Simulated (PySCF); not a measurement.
Reaction (SMILES): N (NH3) → [NH2-] + H+
B3LYP-D3(BJ)/def2-TZVP geometries, fixed; electronic energies without zero-point terms.

Effect of the auxiliary basis of density fitting at HF/def2-TZVP with PySCF, against the last row, where the deprotonation energy is 430.37 kcal/mol.

```csv
setting,"fitting functions, largest species",largest shift of a total energy (mEh),shift of the deprotonation energy (kcal/mol)
density fitting: autoaux,266,0.014,0.006
density fitting: def2-universal-jkfit,131,0.010,0.007
density fitting: cc-pvtz-jkfit,169,0.015,0.006
density fitting: cc-pvqz-jkfit,259,0.007,0.004
density fitting: none,-,0.000,0.000
```

Within 0.02 kcal/mol in the deprotonation energy: density fitting: autoaux; density fitting: def2-universal-jkfit; density fitting: cc-pvtz-jkfit; density fitting: cc-pvqz-jkfit. The largest shift is 0.015 mEh in a total energy and 0.007 kcal/mol in the difference.
